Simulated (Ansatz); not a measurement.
# H2O2 (triplet): wave-function methods side by side at distance O1–H3 along a hydrogen transfer = 1.204 Å, cc-pVDZ

Aim: climb from Hartree-Fock through coupled cluster and multireference methods for H2O2 (triplet) at one geometry and basis, and see what each rung misses.

Program: Ansatz 0.2.0, Gaussian basis. Level of theory: cc-pVDZ, core rule «outside noble gas», up to 2 orbitals frozen. These are calculated values, not measurements.

Plan: UHF; CCSD(T) on ROHF; CCSD(T) on UHF; BCCD(T) on ROHF; CISD; CCSDT(Q) on ROHF; CCSDT(Q) on UHF; CASSCF and MRCISD+Q, 4 electrons in 4 orbitals; CASSCF and NEVPT2, 4 electrons in 4 orbitals; CASSCF and MRCISD+Q, 14 electrons in 10 orbitals; CASSCF and NEVPT2, 14 electrons in 10 orbitals.

9 further runs of the same task are left out: 8 that didn't finish, 1 set aside as unsound or not needed.

### Step 1. What is computed

The geometry derives from fragments relaxed apart (PBE0/def2-TZVP) and kept rigid, so it is no stationary point. A hydrogen atom is moved between rigid fragments.

4 atoms, charge 0, spin multiplicity 3.

Atoms are counted from 1 here; the program's logs count them from 0.

Bond lengths: O1–H2 0.960 Å, O1–H3 1.204 Å. Angles: H2–O1–H3 105.1°.

### Step 2. UHF

Input file in.yaml:

```yaml
crystal:
  periodic: [false, false, false]
  atoms:
    - {symbol: O, position_ang: [-1.214086, -0.027457, 0.000000]}
    - {symbol: H, position_ang: [-1.463396, 0.899119, 0.000000]}
    - {symbol: H, position_ang: [-0.010086, -0.027457, 0.000000]}
    - {symbol: O, position_ang: [1.306914, -0.027457, 0.000000]}
basis:
  gaussian: {orbitals: cc-pVDZ}
magnetization: {spin_polarized: true, initial_magnetization: 2}
hamiltonian: {xc: hf}
output: {orbitals: {seedname: orbitals}}
```

Run with:

```sh
$ ansatz run in.yaml --threads 1 --pin off --events-out ev --progress --plain --max-ram 2393MiB
```

After this run come: CCSD(T) on ROHF; CCSD(T) on UHF; BCCD(T) on ROHF; CISD; CCSDT(Q) on ROHF; CCSDT(Q) on UHF; CASSCF and MRCISD+Q, 4 electrons in 4 orbitals; CASSCF and NEVPT2, 4 electrons in 4 orbitals; CASSCF and MRCISD+Q, 14 electrons in 10 orbitals; CASSCF and NEVPT2, 14 electrons in 10 orbitals.

Q: Predict the results of all the runs planned. Wanted: UCCSDT(Q) below the RHF energy; RMP2 from UCCSDT(Q); UMP2 from UCCSDT(Q); RCCSD from UCCSDT(Q); RCCSD(T) from UCCSDT(Q); UCCSD(T) from UCCSDT(Q); RCCSDT(Q) from UCCSDT(Q); NEVPT2 pair from UCCSDT(Q); MRCISD+Q pair from UCCSDT(Q).

As calculated:

| quantity | value |
| --- | --- |
| UCCSDT(Q) below the RHF energy | -9.8624 eV |
| RMP2 from UCCSDT(Q) | +1049.3 meV |
| UMP2 from UCCSDT(Q) | +1025.1 meV |
| RCCSD from UCCSDT(Q) | +232.8 meV |
| RCCSD(T) from UCCSDT(Q) | +48.6 meV |
| UCCSD(T) from UCCSDT(Q) | +44.1 meV |
| RCCSDT(Q) from UCCSDT(Q) | +1.3 meV |
| NEVPT2 pair from UCCSDT(Q) | +827.5 meV |
| MRCISD+Q pair from UCCSDT(Q) | +137.0 meV |
| NEVPT2 valence from UCCSDT(Q) | +1286.6 meV |
| levels within 1 kcal/mol (43 meV) | RCCSDT, UCCSDT, RCCSDT(Q) |
| T1 diagnostic | 0.062 |
| effectively unpaired electrons | 2.03 |

What this shows: RCCSD(T) lands +48.6 meV from the yardstick (0.5 % of the correlation energy). The occupations are near whole numbers, but T1 = 0.062 shows that the orbitals relax strongly. Of the multireference levels listed MRCISD+Q valence comes nearest in total energy (+73.9 meV), which doesn't show that its space is the better one. Coupled cluster took another determinant than the lowest Hartree-Fock one. These misses are within one basis, not against nature; the frozen cores of restricted and unrestricted runs differ, which can shift their rows.
